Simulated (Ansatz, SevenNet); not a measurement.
Bulk modulus B0 of rock-salt HfC: levels of theory against measurement

Reference value: 242 GPa (measured, room temperature, no zero-point or thermal correction, our sources range from 242 to 286; as tabulated in Synthesis of Binary Transition Metal Nitrides, Carbides and Borides from the …).

```json
[
 {"level (code)": "SevenNet-l3i5", "value (GPa)": "241", "cell (Å³/atom)": "12.57", "difference (%)": "-0.4"},
 {"level (code)": "LDA (Ansatz)", "value (GPa)": "261", "cell (Å³/atom)": "11.95", "difference (%)": "+7.9"},
 {"level (code)": "PBE (Ansatz)", "value (GPa)": "234", "cell (Å³/atom)": "12.58", "difference (%)": "-3.3"},
 {"level (code)": "PBEsol (Ansatz)", "value (GPa)": "248", "cell (Å³/atom)": "12.22", "difference (%)": "+2.5"},
 {"level (code)": "RPBE (Ansatz)", "value (GPa)": "224", "cell (Å³/atom)": "12.80", "difference (%)": "-7.4"},
 {"level (code)": "PBE-D3(BJ) (Ansatz)", "value (GPa)": "243", "cell (Å³/atom)": "12.32", "difference (%)": "+0.4"},
 {"level (code)": "rVV10 (Ansatz)", "value (GPa)": "229", "cell (Å³/atom)": "12.78", "difference (%)": "-5.4"},
 {"level (code)": "r²SCAN+SOC (Ansatz)", "value (GPa)": "245", "cell (Å³/atom)": "12.46", "difference (%)": "+1.2"},
 {"level (code)": "r²SCAN-D4 (Ansatz)", "value (GPa)": "247", "cell (Å³/atom)": "12.43", "difference (%)": "+2.1"},
 {"level (code)": "HSE06 (Ansatz)", "value (GPa)": "247", "cell (Å³/atom)": "12.50", "difference (%)": "+2.1"},
 {"level (code)": "r²SCANh (Ansatz)", "value (GPa)": "248", "cell (Å³/atom)": "12.49", "difference (%)": "+2.5"},
 {"level (code)": "Hartree–Fock (Ansatz)", "value (GPa)": "239", "cell (Å³/atom)": "13.45", "difference (%)": "-1.2"}
]
```

The levels aren't ranked against this reference (sources at odds).

The measured value isn't corrected to a static lattice, so vibrations enter the comparison. A static lattice is as a rule stiffer than a warm one, by over a tenth in soft solids.  Density-functional levels without +SOC have no spin–orbit coupling. Each level is taken at its own relaxed cell. Cutoffs and k meshes differ between the levels. Ansatz's density-functional and Hartree–Fock values are scalar-relativistic unless marked +SOC, with PAW data made under PBE.

Machine-learned potentials (SevenNet-l3i5) are trained on DFT data: a solid inside that data is no test of them.

Differences are worked out from the printed values.

Ansatz is a first-principles code.
